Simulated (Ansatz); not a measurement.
Relaxation of AlFH$_{2}$ (4 atoms, charge 0, multiplicity 1), to a largest force component of 0.02 eV/Å in at most 40 steps.

Theory: Ansatz 0.2.0, RKS r2SCANh/def2-SVPD.

```xyz
4
Properties=species:S:1:pos:R:3
Al 0.000 0.000 0.000
H 0.000 0.000 1.560
F 1.464 0.000 -0.845
H -1.351 0.000 -0.780
```

**Question.** Where does it end, and by what steps?

**Answer.** It converged. After 4 steps the energy has fallen by 0.025 eV; H2 moved furthest, 0.07 Å.

```json
{"step": "0", "energy less start (eV)": "0.0000", "largest force component (eV/Å)": "0.351", "accepted": "yes"}
{"step": "1", "energy less start (eV)": "-0.0238", "largest force component (eV/Å)": "0.163", "accepted": "yes"}
{"step": "2", "energy less start (eV)": "-0.0246", "largest force component (eV/Å)": "0.056", "accepted": "yes"}
{"step": "3", "energy less start (eV)": "-0.0246", "largest force component (eV/Å)": "0.022", "accepted": "yes"}
{"step": "4", "energy less start (eV)": "-0.0247", "largest force component (eV/Å)": "0.000", "accepted": "yes"}
```

```xyz
4
Properties=species:S:1:pos:R:3
Al -0.028 0.000 0.016
H 0.062 0.000 1.589
F 1.424 0.000 -0.822
H -1.345 0.000 -0.848
```

The run took 12 s on 1 thread of Arm Neoverse V1, on a shared host, peak memory 0.12 GiB.
